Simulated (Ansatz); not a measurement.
Ansatz (an electronic-structure program) input (MP2/def2-TZVP):

Ansatz 0.2 input:
```yaml
crystal:
  periodic: [false, false, false]
  atoms:
    - {symbol: S, position_ang: [-0.00000000, -0.00000000, -0.95184987]}
    - {symbol: S, position_ang: [0.00000000, 0.00000000, 0.95184987]}
basis:
  gaussian:
    orbitals: def2-TZVP
magnetization: {spin_polarized: true, initial_magnetization: 2}
correlation: {method: mp2, electrons: outside_noble_gas}
relax: {f_tol: 0.003, max_steps: 100}
```

End of the output:

```
integrals: 0.03 GiB planned
483 factors; integrals over basis functions are off by at most 2.7e-4 eV
mean field: 0.15 GiB planned
mean field evaluation 1: about -21634.7962 eV, gradient 7.1e0 eV
mean field evaluation 2: about -21634.7967 eV, gradient 7.1e0 eV
mean field evaluation 4: about -21635.3272 eV, gradient 1.4e0 eV
mean field evaluation 8: about -21635.3554 eV, gradient 5.2e-3 eV
mean field evaluation 16: about -21635.3506 eV, gradient 2.1e-1 eV
mean field -21635.35542084 eV, -795.0846467451 hartree, gradient 9.2e-7 eV, S^2 2.055555; 2 other end points of the search recorded, 0 dependent functions left out
10 core orbitals not correlated
reference -21635.35542084 eV, -795.0846467451 hartree; 7, 5 occupied and 57, 59 virtual orbitals, 483 factors
densities: 0.13 GiB planned
second order -8.37058595 eV of doubles, -0.00000000 eV of singles
the calculation of the forces begins
relax step   1: F+E_penalty+E_count = -21643.72600678 eV  Δ(F+E_penalty+E_count) = +0.000e0 eV  max|allowed force component| = 6.684e-2 eV/Å  Δτ_max = 0.0000 Å  (69 SCF iters, accepted)
these checks for a lower state are left out or cut short: starts, cluster_reference, orbital_swaps, neighbouring_geometries, increment
integrals: 0.03 GiB planned
483 factors; integrals over basis functions are off by at most 2.6e-4 eV
mean field: 0.15 GiB planned
mean field -21635.35862142 eV, -795.0847643645 hartree, gradient 2.1e-6 eV, S^2 2.055509; 0 other end points of the search recorded, 0 dependent functions left out
10 core orbitals not correlated
reference -21635.35862142 eV, -795.0847643645 hartree; 7, 5 occupied and 57, 59 virtual orbitals, 483 factors
densities: 0.13 GiB planned
second order -8.36745987 eV of doubles, -0.00000000 eV of singles
the calculation of the forces begins
mean field evaluation 32: about -21635.3579 eV, gradient 2.9e-2 eV
relax step   2: F+E_penalty+E_count = -21643.72608129 eV  Δ(F+E_penalty+E_count) = -7.451e-5 eV  max|allowed force component| = 6.739e-4 eV/Å  Δτ_max = 0.0011 Å  (37 SCF iters, accepted)
these checks for a lower state are left out or cut short: cluster_reference
integrals: 0.03 GiB planned
483 factors; integrals over basis functions are off by at most 2.6e-4 eV
mean field: 0.15 GiB planned
mean field -21635.35862142 eV, -795.0847643645 hartree, gradient 2.1e-6 eV, S^2 2.055509; 3 other end points of the search recorded, 0 dependent functions left out
10 core orbitals not correlated
reference -21635.35862142 eV, -795.0847643645 hartree; 7, 5 occupied and 57, 59 virtual orbitals, 483 factors
densities: 0.13 GiB planned
second order -8.36745987 eV of doubles, -0.00000000 eV of singles
the calculation of the forces begins
Total energy: -21643.72608129 eV, -795.3922628430 hartree
Atom 0 at     0.000000    -0.000000    -0.950726 Å, force    -0.000000    -0.000000    -0.000674 eV/Å
Atom 1 at    -0.000000     0.000000     0.950726 Å, force     0.000000     0.000000     0.000674 eV/Å
Dipole moment:    -0.000000    -0.000000    -0.000000 e Å
Checks for a lower state left out: cluster_reference
```
